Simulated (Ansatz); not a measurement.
# Al2H: the cost of one run

Computed with Ansatz 0.2.0, Gaussian basis. Level: the settings change from run to run.

8 further runs of the same task are left out: 7 that didn't finish, 1 set aside as unsound or not needed.

**1. The geometry**

The geometry derives from a PBE0/def2-TZVP stationary point (not a proven minimum). All distances are scaled together.

3 atoms, charge 0, spin multiplicity 4.

Atoms are counted from 1 here; the program's logs count them from 0.

No contacts short enough for the rule that draws bonds.

Coordinates:

```
Al    0.00000    0.00000    0.62821
Al    0.00000    0.00000   -5.09580
H     0.00000    0.00000    4.46759
```

**2. BCCD on UHF/6-31++G****

Input file in.yaml:

```yaml
crystal:
  periodic: [false, false, false]
  atoms:
    - {symbol: Al, position_ang: [0.000000, 0.000000, 0.628212]}
    - {symbol: Al, position_ang: [0.000000, 0.000000, -5.095797]}
    - {symbol: H, position_ang: [0.000000, 0.000000, 4.467586]}
basis:
  gaussian: {orbitals: "6-31++G**", point_charges: [{charge: 1.00, position_ang: [2.755, -0.439, -0.389]}]}
magnetization: {spin_polarized: true, initial_magnetization: 3}
correlation: {method: bccd, electrons: outside_noble_gas, diis_vectors: 12}
accuracy: high
scf: {lower_state_search: off}
output: {forces: true}
```

On the command line:

```console
> ansatz run in.yaml --threads 1 --pin off --events-out ev --progress --plain --max-ram 2393MiB
```

Q: Estimate wall time and peak memory on 1 thread of Intel Xeon 6975P-C, shared host.

About 8 s, with a peak of 0.28 GiB.
